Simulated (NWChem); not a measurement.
## Correlation energy of O (-1)

```
O
```
Charge -1, spin multiplicity 2.

Everything below was run with NWChem.

Basis set: def2-TZVPD. Each correlation energy counts from its own Hartree-Fock reference.

The correlated methods keep 1 core orbital frozen. The stability of the SCF solutions was not checked. Open-shell Hartree-Fock references start from PBE0 orbitals. No row is a measurement; the coupled-cluster row has its own basis-set and correlation limits.

| method | correlation energy (mHa) |
|---|---|
| UMP2 | … |
| SCS-UMP2 | … |
| CCSD on UHF | -221.9 |
| CCSD[T] on UHF | -231.3 |
| CCSD(T) on UHF | … |
| CCSD on ROHF | -226.9 |
| CCSD[T] on ROHF | -237.0 |
| CCSD(T) on ROHF | -235.8 |

Question: What belongs in the gaps?

Answer: 
- UMP2, correlation energy (mHa): -213.6
- SCS-UMP2, correlation energy (mHa): -210.2
- CCSD(T) on UHF, correlation energy (mHa): -230.3
